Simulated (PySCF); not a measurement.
## Static response to an electric field

Compound: C₄H₇F.
Geometry (PBE0-D3(BJ)/def2-SVP, Å), atoms numbered from 1 in this order:
```
atom  x, y, z in Å
C1    -1.909   -0.146    0.057
C2    -0.466    0.017   -0.284
C3     0.540   -0.021    0.591
C4     1.977    0.144    0.225
F5     2.144    0.335   -1.120
H6    -2.060   -0.302    1.136
H7    -2.491    0.741   -0.246
H8    -2.349   -1.004   -0.478
H9    -0.216    0.181   -1.339
H10    0.345   -0.183    1.658
H11    2.556   -0.750    0.526
H12    2.414    1.008    0.759
```

Level: CAM-B3LYP/def2-SVPD (PySCF), static field, nuclei fixed, core orbitals frozen in the response. The polarisability tensor in these axes (au):

```
x   66.83  1.29  6.02
y    1.29 40.89 -0.76
z    6.02 -0.76 49.84
```

Question: Give the principal values, the mean and the anisotropy Δα = √{½[(α1 − α2)² + (α2 − α3)² + (α1 − α3)²]}.

Answer: Principal values 40.69, 48.09 and 68.78 au; mean 52.52 au = 7.78 Å³ = 8.66 × 10⁻⁴⁰ C²·m²/J; Δα = 25.22 au (48 % of the mean).

Question: What is the dipole moment, and where does it point?

Answer: (-0.60, -0.26, 1.60) D, 1.73 D in size, pointing from the negative to the positive side. Measured along this direction, the outermost atoms are F5 at the negative end and H6 at the positive end.

Question: Find the Langevin capture rate constant for NH4+ (18.034 u) meeting this molecule (74.053 u), k = 2.342 × 10⁻⁹ cm³/s × √(α in Å³ / reduced mass in u).

Answer: The reduced mass is 14.50 u, so k = 1.72 × 10⁻⁹ cm³/s. The formula leaves out the permanent dipole, which adds to the capture rate.

Question: What depolarisation ratio follows for Rayleigh scattering of linearly polarised light, taking the static tensor?

Answer: ρ = 3Δα²/(45ᾱ² + 4Δα²) = 1907.8/(124131 + 2543.8) = 0.0151.

Question: In TDDFT the mean static polarisability is Σ f/ω² over all singlet excitations (ω in hartree). How much of it do the 6 lowest give? Their energies (eV) and oscillator strengths: 6.95, 0.0032; 7.33, 0.4856; 7.48, 0.0005; 7.74, 0.0004; 8.49, 0.0048; 8.51, 0.0005.

Answer: They add up to 6.81 au, 13.0 % of the 52.52 au; the largest single term is 6.70 au, from the state at 7.33 eV. Terms in order: 0.05, 6.70, 0.01, 0.01, 0.05, 0.00 au. Higher excitations give the rest. The strengths listed sum to 0.495.

Question: Orientational against electronic polarisability at 350 K (dilute gas, rigid molecules)?

Answer: In Gaussian units μ²/3kT = 20.63 Å³ against 7.78 Å³, a ratio of 2.65; the Debye molar polarisation (4π/3)N_A(α + μ²/3kT) is 71.7 cm³/mol, leaving out the vibrational part.

Question: What molar refraction does this α imply?

Answer: Lorentz–Lorenz: R = (4π/3)N_A α = 2.5225 cm³/(mol·Å³) × 7.78 Å³ = 19.6 cm³/mol, in the limit of long wavelengths.

The structure is a single PBE0-D3(BJ)/def2-SVP conformer in the gas phase; no vibrational or solvent corrections.
